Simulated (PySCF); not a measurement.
# Which functional comes closest?

Molecule: `Nc1cccs1`, C₄H₅NS.

Mapped SMILES: `[NH2:1][c:2]1[cH:3][cH:4][cH:5][s:6]1`. Hydrogens are named by the atom that carries them.

Geometry PBE0-D3(BJ)/def2-SVP throughout; GIAO in PySCF 2.14, gas phase, one conformer, non-relativistic; equivalent atoms averaged; basis pcSseg-2.

Reference values (estimated from measurements, as parent shift plus tabulated substituent increments; solution, not stated per compound (mostly CDCl3 or CCl4); Pretsch, Buehlmann, Badertscher, Structure Determination of Organic Compounds, 4th ed. (2009)): δ(H(C3)) = 6.01 ppm, δ(H(C4)) = 6.51 ppm, δ(H(C5)) = 6.35 ppm. Computed shifts are taken against TMS, calculated as an isolated molecule at each level.

**Question.** How do the functionals HF, LDA, PBE, BLYP, BP86, OPBE, KT2, KT3, B97-D, B3LYP, PBE0, mPW1PW91, WP04, B97-2, BHandHLYP, CAM-B3LYP, wB97X-D, LC-wPBE perform against the reference? Times are CPU seconds on shared hosts with different chips, so compare them loosely; the GGAs took longer than the global hybrids here, which isn't the general rule, and the cause wasn't traced.

**Answer.** 
```tsv
functional	kind	H(C3)	H(C4)	H(C5)	mean abs. error H	core-s
HF	Hartree–Fock	6.02	6.87	6.40	0.14	19
LDA	LDA	6.15	6.71	6.25	0.15	36
PBE	GGA	6.09	6.67	6.19	0.13	47
BLYP	GGA	6.04	6.60	6.13	0.11	47
BP86	GGA	6.06	6.66	6.18	0.12	45
OPBE	GGA	6.10	6.73	6.26	0.13	44
KT2	GGA	6.07	6.60	6.11	0.13	37
KT3	GGA	6.04	6.59	6.13	0.11	37
B97-D	GGA	6.02	6.62	6.15	0.11	37
B3LYP	global hybrid	6.07	6.68	6.25	0.11	27
PBE0	global hybrid	6.11	6.76	6.34	0.12	26
mPW1PW91	global hybrid	6.09	6.75	6.32	0.12	27
WP04	global hybrid	5.82	6.47	6.16	0.14	36
B97-2	global hybrid	6.07	6.72	6.29	0.11	33
BHandHLYP	global hybrid	6.08	6.77	6.37	0.12	34
CAM-B3LYP	range-separated hybrid	6.09	6.76	6.37	0.12	46
wB97X-D	range-separated hybrid	6.08	6.78	6.40	0.13	44
LC-wPBE	range-separated hybrid	6.09	6.86	6.52	0.20	63
```

For $^{1}$H the closest is B97-D (0.11 ppm, with KT3, B3LYP, B97-2, BLYP, mPW1PW91, BHandHLYP, CAM-B3LYP, PBE0, BP86, KT2, wB97X-D, PBE, OPBE practically level) and the furthest LC-wPBE (0.20 ppm). One molecule is a small sample, and vibrational and solvent effects are absent from the calculation.
